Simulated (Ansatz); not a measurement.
[BFH3]- (BH₃F⁻): single points at one geometry.

```yaml
crystal:
  periodic: [false, false, false]
  atoms:
    - {symbol: B, position_ang: [-0.000314, 0.000497, -0.037169]}
    - {symbol: F, position_ang: [0.012693, -0.021167, 1.417882]}
    - {symbol: H, position_ang: [1.167317, 0.011989, -0.470642]}
    - {symbol: H, position_ang: [-0.594134, 1.018770, -0.439881]}
    - {symbol: H, position_ang: [-0.585562, -1.010090, -0.470201]}
basis:
  gaussian: {orbitals: def2-TZVPD}
total_charge: -1
magnetization: {spin_polarized: true, initial_magnetization: 2}
hamiltonian: {xc: pbe0, dispersion: d4}
scf: {omitted_lower_state_checks: [starts]}
output: {orbitals: {seedname: orbitals}}
```

The file start.molden holds the orbitals of an earlier run on this structure, at another level or in another basis.

```sh
$ ansatz run in.yaml --threads 4 --pin off --events-out ev --progress --plain --max-ram 3916MiB
```

Shortened log:

```
Functional definition: PBE0
515 factors; their error is unknown
mean field evaluation 1: about -3419.8843 eV, gradient 6.3e1 eV
mean field evaluation 2: about -3401.4062 eV, gradient 1.1e2 eV
mean field evaluation 4: about -3436.4588 eV, gradient 3.9e0 eV
mean field evaluation 8: about -3436.5594 eV, gradient 1.9e-1 eV
mean field evaluation 16: about -3436.5600 eV, gradient 2.9e-3 eV
mean field evaluation 32: about -3436.5600 eV, gradient 1.4e-5 eV
a density is far from that of the atoms, so the factors are made again for it
740 factors; integrals over basis functions are off by at most 1.6e-3 eV
mean field -3436.56001176 eV, -126.2912510480 hartree, gradient 9.1e-6 eV, S^2 2.006358; 0 other end points of the search recorded, 0 dependent functions left out
reference -3436.56003669 eV, -126.2912519644 hartree; 10, 8 occupied and 94, 96 virtual orbitals, 740 factors
Total energy: -3436.59865729 eV, -126.2926712450 hartree
Checks for a lower state left out: starts
```

It took 3.2 s on 4 threads of Arm Neoverse V2 on a shared host.

As the first input, with `gaussian: {orbitals: def2-TZVPD, initial_orbitals: start.molden}`, `hamiltonian: {xc: pbe, dispersion: d4}` (abridged; 2.4 s):

```
Functional definition: PBE
mean field evaluation 16: about -3436.6733 eV, gradient 1.5e-5 eV
a density is far from that of the atoms, so the factors are made again for it
mean field -3436.67328164 eV, -126.2954136394 hartree, gradient 8.8e-6 eV, S^2 2.003028
Total energy: -3436.72099501 eV, -126.2971670734 hartree
Checks for a lower state left out: starts
```

The first input with `gaussian: {orbitals: def2-TZVPD, initial_orbitals: start.molden}`, `hamiltonian: {xc: r2scan, dispersion: d4}` (abridged; 4.5 s):

```
Functional definition: r2SCAN
a density is far from that of the atoms, so the factors are made again for it
mean field evaluation 16: about -3438.6922 eV, gradient 1.5e-1 eV
mean field -3438.67272489 eV, -126.3688918235 hartree, gradient 7.5e-6 eV, S^2 2.007018
Total energy: -3438.68388200 eV, -126.3693018399 hartree
Checks for a lower state left out: starts
```

Geometry: PBE0-D4/def2-TZVPD, that of the charge -1 singlet.

At PBE0-D4/def2-TZVPD, PBE-D4/def2-TZVPD, r2SCAN-D4/def2-TZVPD the highest occupied level of the charge -1 triplet lies above zero (up to 2.10 eV). By energy differences it is unbound by 0.94 eV (vertical, against the charge 0 doublet, at r2SCAN-D4/def2-TZVPD) and held by the finite basis. At PBE-D4/def2-TZVPD the gap within one spin of the charge -1 triplet nearly closes, so an electron or hole may be smeared out by delocalisation error. At PBE0-D4/def2-TZVPD a singlet of charge -1 lies 4.96 eV below the triplet at the same geometry.
